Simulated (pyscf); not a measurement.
A first-order saddle from PySCF, ωB97X-D3(BJ)/def2-SVP:

```
Si
H 1 1.4896
H 1 1.5631 2 108.35
H 3 1.2754 1 174.85 2 -87.36
Cl 1 2.0750 2 108.62 3 -116.80
Si 1 2.3296 2 113.34 3 124.22
H 6 1.4903 1 108.59 2 179.39
H 6 1.4909 7 109.65 1 119.43
H 6 1.4924 7 109.61 8 120.31
```
Charge 0, spin multiplicity 2.

Surface: doublet, charge 0. Lowest wavenumbers (cm⁻¹): 902i, 110, 113, 146, 161.

Question: Which two sides does it connect, and which bonds change?

Answer: H₃Si–SiH₂–Cl + H atom (H•) ⇌ H₃Si–SiH•–Cl + hydrogen (H₂), a hydrogen abstraction read from left to right: H–Si broken and H–H formed. At ωB97M-D3(BJ)/def2-TZVP it lies +4.0 kcal/mol from the left side and +19.2 kcal/mol from the right (each side as separated species at their lowest minima found). One saddle was located; it need not be the lowest between these sides. The angle at the transferred H is 175°.
